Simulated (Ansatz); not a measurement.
A structure of MgO relaxed with PBEsol (plane waves to 420 eV, PAW, scalar-relativistic; Ansatz, a quantum-chemistry and plane-wave program); single points at other levels follow on the same geometry (Ansatz, PAW; HSE06 at 420 eV on a 8×8×8 k-mesh; no spin-orbit coupling). Space group Fm-3m (No. 225).

```cif
data_Mg4O4
_chemical_formula_sum 'Mg4 O4'
_space_group_name_H-M_alt 'Fm-3m'
_space_group_IT_number 225
_space_group_name_Hall '-F 4 2 3'
_cell_length_a 4.21413
_cell_length_b 4.21413
_cell_length_c 4.21413
_cell_angle_alpha 90.000
_cell_angle_beta 90.000
_cell_angle_gamma 90.000
loop_
_atom_site_label
_atom_site_type_symbol
_atom_site_symmetry_multiplicity
_atom_site_Wyckoff_symbol
_atom_site_fract_x
_atom_site_fract_y
_atom_site_fract_z
_atom_site_occupancy
Mg1 Mg 4 a 0.00000 0.00000 0.00000 1
O1 O 4 b 0.50000 0.50000 0.50000 1
```
(The calculation used a cell of 2 atoms; values per cell refer to that cell.)

```tsv
level	gap (eV)	kind	conduction minimum
PBEsol	4.62	direct	Γ
HSE06	6.47	–	Γ
```

No spin polarisation in the result.

Measured for MgO: a 4.189 Å (static lattice; corrected from measurement; as listed in Daniel Mejia-Rodriguez, S. B. Trickey, Phys. Rev. B (2018)); gap 8.36 eV (static lattice; corrected from measurement; as listed in Wei Chen et al., Physical Review Materials (2018)). Computed minus measured — a: PBEsol +0.6 %; gap: PBEsol -3.74 eV, HSE06 -1.89 eV. The computed values are for a static lattice, and a measured gap can be an optical one, lowered by exciton binding.

The run could not lose the symmetry of its start; a randomly shaken copy of 4 atoms returns to this structure.
